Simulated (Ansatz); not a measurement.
I need a geometry optimisation of C3H6OS (charge +1), SMILES [CH2][CH+]S(C)=O. Use Ansatz's Python interface. Level of theory: B3LYP, def2-SVP basis, multiplicity 2.

```xyz
11

C    -1.8189    0.5234    0.0159
C    -1.1387   -0.8054    0.0294
S     0.5464   -0.9777    0.5782
C     1.5126    0.1021   -0.4932
O     0.5688   -0.2940    1.9387
H    -1.8247    0.9579    1.0369
H    -1.3017    1.2106   -0.6846
H    -1.6897   -1.6872   -0.2777
H     2.5863    0.0187   -0.2270
H     1.1867    1.1550   -0.3659
H     1.3730   -0.2033   -1.5507
```

Script `run_opt.py`:
```python
# -*- coding: utf-8 -*-
"""Minimum-energy structure of C3H6OS(+)."""

import ansatz as az
import numpy as np


def main():
    geometry_ang = [
        ("C", [-1.8189, 0.5234, 0.0159]),
        ("C", [-1.1387, -0.8054, 0.0294]),
        ("S", [0.5464, -0.9777, 0.5782]),
        ("C", [1.5126, 0.1021, -0.4932]),
        ("O", [0.5688, -0.294, 1.9387]),
        ("H", [-1.8247, 0.9579, 1.0369]),
        ("H", [-1.3017, 1.2106, -0.6846]),
        ("H", [-1.6897, -1.6872, -0.2777]),
        ("H", [2.5863, 0.0187, -0.227]),
        ("H", [1.1867, 1.155, -0.3659]),
        ("H", [1.373, -0.2033, -1.5507]),
    ]
    geometry = az.Crystal.molecule()
    for symbol, xyz in geometry_ang:
        geometry = geometry.atom(symbol, xyz)

    calculation = (
        geometry.calculation()
        .basis(gaussian="def2-SVP")
        .functional("b3lyp")
        .charge(1)
        .spin("collinear", total=1)
    )
    symbols = [site.symbol for site in geometry.cartesian_sites]
    start = np.array([site.position_ang for site in geometry.cartesian_sites], dtype=float)
    def progress(event):
        if event["event"] == "relax_step":
            row = event["data"]
            print(f"step {row['step']:3d}  E = {row['lagrangian_ev']:.6f} eV  largest force component {row['allowed_force_max_ev_ang']:.4f} eV/A")


    summary = calculation.relax(force_tolerance=0.01).session().plan().execute(on_event=progress).report
    end = np.array(summary["positions_ang"])

    print(f"E = {summary['free_energy_ev']:.6f} eV = {summary['free_energy_ev'] / 27.211386246:.7f} Ha")
    print("converged:", summary["converged"], " doubts:", summary["published_state_doubts"] or "none")

    print("final positions (A) and the move of each atom")
    for symbol, xyz, old in zip(symbols, end, start):
        print(f"{symbol:2s} {xyz[0]:10.5f} {xyz[1]:10.5f} {xyz[2]:10.5f}   {np.linalg.norm(xyz - old):7.4f}")

    charges = summary["charge_distribution"]
    dipole = np.array(charges["dipole_moment_e_ang"]) * 4.803205
    print("dipole (D): {:.3f} {:.3f} {:.3f}, length {:.3f}".format(*dipole, np.linalg.norm(dipole)))
    print("atom  Mulliken   Lowdin")
    for symbol, m, l in zip(symbols, charges["mulliken_charges_e"], charges["lowdin_charges_e"]):
        print(f"{symbol:4s} {m:9.3f} {l:8.3f}")
    with open("c3h6os_opt.xyz", "w") as handle:
        handle.write(f"{len(symbols)}\nrelaxed C3H6OS(+)\n")
        handle.writelines(f"{s:2s} {x:11.6f} {y:11.6f} {z:11.6f}\n" for s, (x, y, z) in zip(symbols, end))


if __name__ == "__main__":
    main()
```

Running `python run_opt.py` prints:
```text
step   1  E = -16070.568174 eV  largest force component 3.0358 eV/A
step   2  E = -16071.050681 eV  largest force component 1.8511 eV/A
step   3  E = -16071.292348 eV  largest force component 1.3579 eV/A
step   4  E = -16071.559560 eV  largest force component 1.2865 eV/A
step   5  E = -16071.849510 eV  largest force component 1.2774 eV/A
step   6  E = -16072.240932 eV  largest force component 1.6517 eV/A
step   7  E = -16072.802941 eV  largest force component 1.6054 eV/A
step   8  E = -16073.221431 eV  largest force component 1.5308 eV/A
step   9  E = -16073.431248 eV  largest force component 0.4394 eV/A
step  10  E = -16073.487735 eV  largest force component 0.2490 eV/A
step  11  E = -16073.496114 eV  largest force component 0.8798 eV/A
step  12  E = -16073.529721 eV  largest force component 0.2188 eV/A
step  13  E = -16073.543788 eV  largest force component 0.2555 eV/A
step  14  E = -16073.556617 eV  largest force component 0.3962 eV/A
step  15  E = -16073.567825 eV  largest force component 0.5494 eV/A
step  16  E = -16073.596588 eV  largest force component 0.2993 eV/A
step  17  E = -16073.586813 eV  largest force component 0.4549 eV/A
step  18  E = -16073.610501 eV  largest force component 0.0930 eV/A
step  19  E = -16073.608576 eV  largest force component 0.2958 eV/A
step  20  E = -16073.613672 eV  largest force component 0.0547 eV/A
step  21  E = -16073.614274 eV  largest force component 0.0786 eV/A
step  22  E = -16073.615337 eV  largest force component 0.1203 eV/A
step  23  E = -16073.616083 eV  largest force component 0.0502 eV/A
step  24  E = -16073.616449 eV  largest force component 0.0342 eV/A
step  25  E = -16073.616773 eV  largest force component 0.0285 eV/A
step  26  E = -16073.616944 eV  largest force component 0.0305 eV/A
step  27  E = -16073.617077 eV  largest force component 0.0194 eV/A
step  28  E = -16073.617111 eV  largest force component 0.0119 eV/A
step  29  E = -16073.617123 eV  largest force component 0.0138 eV/A
step  30  E = -16073.617136 eV  largest force component 0.0083 eV/A
E = -16073.617365 eV = -590.6945431 Ha
converged: True  doubts: none
final positions (A) and the move of each atom
C    -1.74949    0.40862   -0.33000    0.3710
C    -1.13424   -0.43898    0.50241    0.5984
S     0.53465   -0.99240    0.27337    0.3054
C     1.57780    0.32681   -0.41179    0.2477
O     1.10375   -1.53928    1.54735    1.4107
H    -2.79083    0.68175   -0.12676    1.5375
H    -1.28085    0.86781   -1.20536    0.6238
H    -1.59214   -0.95531    1.35458    1.7915
H     2.59022   -0.10299   -0.43327    0.2395
H     1.51430    1.19618    0.25909    0.7068
H     1.22693    0.54789   -1.42963    0.7748
dipole (D): -1.084 2.511 -2.707, length 3.848
atom  Mulliken   Lowdin
C        0.063    0.143
C       -0.108   -0.178
S        0.577    0.937
C       -0.095   -0.022
O       -0.260   -0.135
H        0.137    0.057
H        0.097    0.032
H        0.145    0.049
H        0.155    0.044
H        0.152    0.041
H        0.136    0.033
```

File `c3h6os_opt.xyz` afterwards:
```text
11
relaxed C3H6OS(+)
C    -1.749487    0.408615   -0.330004
C    -1.134245   -0.438982    0.502415
S     0.534648   -0.992397    0.273368
C     1.577801    0.326810   -0.411795
O     1.103753   -1.539284    1.547355
H    -2.790828    0.681749   -0.126756
H    -1.280852    0.867810   -1.205361
H    -1.592144   -0.955307    1.354584
H     2.590221   -0.102986   -0.433266
H     1.514301    1.196183    0.259089
H     1.226932    0.547890   -1.429629
```

Notes:
- The settings weren't tested for convergence.
- The end point is the stationary point reached from this start; no frequency run checks that it is a minimum, and the basis set is modest.
- The run takes the species as open-shell (spin multiplicity 2), which needn't be its ground state.
- The Löwdin charges here are taken after orthogonalising the functions within each atom; they differ from plain Löwdin charges, and their signs can be unphysical.
- An ion's dipole depends on the origin; the program takes it about the centre of nuclear charge.
- b3lyp holds the VWN-RPA fit, as in Gaussian; the form of ORCA and Turbomole is b3lyp5.
- It ran for 5.1 min on 1 thread of Arm Neoverse V1, with other jobs on the host, peak memory 0.4 GiB.
